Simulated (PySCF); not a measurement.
# H3NO (hydroxylamine) at QCISD(T)/STO-6G

What is the energy change on altering one bond length of H3NO (hydroxylamine) at QCISD(T)/STO-6G? The job is set up through a Python script.

The calculation is run with PySCF 2.14.0.

8 further runs of the same task are left out: 8 set aside as unsound or not needed.

## Step 1: The system as given

H3NO: 5 atoms, total charge 0, spin state singlet. SMILES: `NO`. Geometry: relaxed at PBE0-D4/def2-TZVP. This is one conformer, not always the lowest.

Bond lengths: N1–O2 1.422 Å, N1–H3 1.016 Å, N1–H4 1.016 Å, O2–H5 0.960 Å. Angles: N1–O2–H5 102.8°, O2–N1–H3 104.5°, O2–N1–H4 104.5°, H3–N1–H4 106.0°.

## Step 2: A single-point energy at QCISD(T)/STO-6G

Input file job.py:

```python
from pyscf import gto, cc

molecule = gto.M(
    atom='''
N     -0.165120    -0.361290    -0.321170
O      0.364460     0.666040     0.508060
H     -0.162690    -1.190020     0.266770
H     -1.141650    -0.109840    -0.446210
H      1.105010     0.995100    -0.007440
''',
    max_memory=1860,
    verbose=4,
    basis='sto-6g',
)

mf = molecule.RHF()
mf.conv_tol = 1e-10
mf.kernel()
if not mf.converged:
    mf = mf.newton().run(mf.mo_coeff, mf.mo_occ)

mycc = cc.QCISD(mf, frozen=2)
mycc.kernel()
e_t = mycc.qcisd_t()
e_final = mycc.e_tot + e_t
print('Final energy', e_final)
```

The run is started by

```console
$ OMP_NUM_THREADS=1 python job.py
```

Standard output:

```text
PySCF version 2.14.0

[... 57 lines left out ...]
converged SCF energy = -130.502674916066
[... 11 lines left out ...]
Init t2, MP2 energy = -130.584967593407  E_corr(MP2) -0.0822926773406904
[... 11 lines left out ...]
QCISD converged
[... 2 lines left out ...]
Final energy -130.61506561560003
```

Wall time 0.9 s (1 thread of Arm Neoverse V1, shared host); peak memory 0.12 GiB.

## Step 3: The distorted shape

Input file job.py:

```python
from pyscf import gto, cc

mol = gto.M(
    atom='''
N     -1.991418    -1.428967     0.562105
O     -0.990657     0.512405     2.129122
H     -1.986826    -2.995040     1.673150
H     -3.836792    -0.953796     0.325813
H      2.088166     1.880466    -0.014060
''',
    spin=0,
    max_memory=1860,
    unit='bohr',
    basis='sto-6g',
    verbose=3,
)

hf = mol.RHF()
hf.conv_tol = 1e-10
hf.kernel()
if not hf.converged:
    hf = hf.newton().run(hf.mo_coeff, hf.mo_occ)

mycc = cc.QCISD(hf, frozen=2)
mycc.kernel()
e_t = mycc.qcisd_t()
e_final = mycc.e_tot + e_t
print(f'total energy: {e_final:.8f} hartree')
```

The run is started by

```console
$ OMP_NUM_THREADS=1 python job.py
```

Standard output:

```text
converged SCF energy = -130.211939420104
E(QCISD) = -130.4925066784657  E_corr = -0.2805672583618188
QCISD(T) correction = -0.00595416373164357
total energy: -130.49846084 hartree
```

It took 0.93 s on 1 thread of Arm Neoverse V1, shared host; peak memory 0.12 GiB.

## Step 4: Results

Level: QCISD(T)/STO-6G, 2 core orbitals frozen.

```
                                                         quantity          value
                                        first shape: total energy  -130.61507 Eh
                first shape: dipole moment (Hartree–Fock density)         0.40 D
                 first shape: HOMO energy (Hartree–Fock orbitals)       -9.29 eV
                 first shape: LUMO energy (Hartree–Fock orbitals)       14.68 eV
               first shape: HOMO–LUMO gap (Hartree–Fock orbitals)       23.98 eV
         first shape: correlation energy (2 core orbitals frozen)     -112.4 mEh
                                      first shape: (T) correction      -0.55 mEh
                                       first shape: T1 diagnostic          0.006
                                    distorted shape: total energy  -130.49846 Eh
            distorted shape: dipole moment (Hartree–Fock density)         1.58 D
             distorted shape: HOMO energy (Hartree–Fock orbitals)       -6.27 eV
             distorted shape: LUMO energy (Hartree–Fock orbitals)        2.83 eV
           distorted shape: HOMO–LUMO gap (Hartree–Fock orbitals)        9.10 eV
     distorted shape: correlation energy (2 core orbitals frozen)     -286.5 mEh
                                  distorted shape: (T) correction      -5.95 mEh
                                   distorted shape: T1 diagnostic          0.014
energy change with the O2–H5 bond stretched from 0.960 to 2.113 Å       3.173 eV
```

In words: One bond (distorted shape) is far stretched, which a spin-restricted single reference describes badly; perturbation theory on it can break down and give far too much correlation. With the O2–H5 bond stretched from 0.960 to 2.113 Å the energy rises by 3.17 eV (306 kJ/mol). The first shape isn't relaxed at this level, so the change isn't measured from a minimum. A restricted reference can't describe the breaking bond well at this length. The minimal basis adds a large error of its own. Mulliken charges (first shape) of the mean-field density run from -0.31 on N1 to +0.22 on H5; they depend strongly on the basis. The triples (first shape) make up 0.5 % of the correlation energy. The triples (distorted shape) make up 2.1 % of the correlation energy.
